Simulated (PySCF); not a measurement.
## C2: frontier orbitals

M06 at R = 1.304 Å; C def2-TZVPPD; no relativity (PySCF 2.14). State: ³Πu (triplet), unpaired electrons σ ↑, π ↑. Only the outer orbitals are listed.

```tsv
spin	orbital	occ.	ε (eV)	main shells (%)
α	σg	1	-22.57	79 s, 20 p
α	σu	1	-12.52	86 s, 15 p
α	πu	1	-10.40	97 p
α	πu	1	-9.78	98 p
α	σg	1	-9.68	73 p, 27 s
α	πg	0	-1.16	76 p, 24 d
α	πg	0	-0.63	70 p, 30 d
β	σg	1	-20.80	78 s, 21 p
β	σu	1	-10.08	99 s
β	πu	1	-8.70	97 p
β	πu	0	-5.52	98 p
β	σg	0	-5.42	68 p, 32 s
```

**Question.** Which are the highest filled and the lowest empty level, where do they sit, and how wide is the gap?

**Answer.** Highest filled β πu at -8.70 eV (in %: 97 p); lowest empty β πu at -5.52 eV (in %: 98 p); the gap at M06 is 3.18 eV. Both belong to one degenerate shell, split only by its one-sided filling, so this is no excitation gap.

The bond order (Mayer) is 2.10 and the ⟨S²⟩ is 2.005.

The state is the lowest determinant that a PBE0 search found; another state may lie lower at other levels.
